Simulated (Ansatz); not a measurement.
Input for Ansatz (development build ahead of 0.2.0):

```yaml
crystal:
  periodic: [false, false, false]
  atoms:
    - { symbol: C, position_ang: [0.04292, 0.02306, -0.19086] }
    - { symbol: H, position_ang: [-0.03596, 0.89658, 0.53698] }
    - { symbol: H, position_ang: [0.04455, -0.84642, 0.52225] }
basis:
  gaussian: { orbitals: cc-pVDZ }
hamiltonian:
  xc: hf
```

The input is written out in the form of the current development build from the run's settings.

Output:

```json
{
  "Converged": "yes",
  "Total energy": "-38.88028 hartree",
  "Spin squared of the determinant": "0.000"
}
```

Caution: in another basis set an unrestricted determinant lies well below; another spin multiplicity may lie lower.
